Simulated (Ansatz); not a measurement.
`CC(C)(C)C=O`, charge 0, multiplicity 1.

(1) Give a relaxed structure at PBE0-D4/def2-TZVP (the Gaussian-basis code of Ansatz). (An estimate is asked.)

## Answers

(1) Ansatz gave: 
Z-matrix (Å, degrees):
```
C
C 1 1.518
H 1 1.093 2 110.2
H 1 1.091 2 111.0 3 120.3
H 1 1.091 2 111.0 3 -120.3
C 2 1.530 1 111.2 3 -61.1
C 2 1.530 1 111.2 3 61.2
C 2 1.512 1 110.8 3 -179.9
H 6 1.094 2 111.4 1 -177.0
H 6 1.093 2 111.3 1 -56.1
H 6 1.093 2 109.9 1 63.6
H 7 1.094 2 111.4 1 177.1
H 7 1.093 2 109.9 1 -63.5
H 7 1.093 2 111.3 1 56.2
O 8 1.199 2 125.9 1 0.1
H 8 1.115 2 113.7 1 -180.0
```
Point group Cs.
This is one stationary point; other conformers may exist.
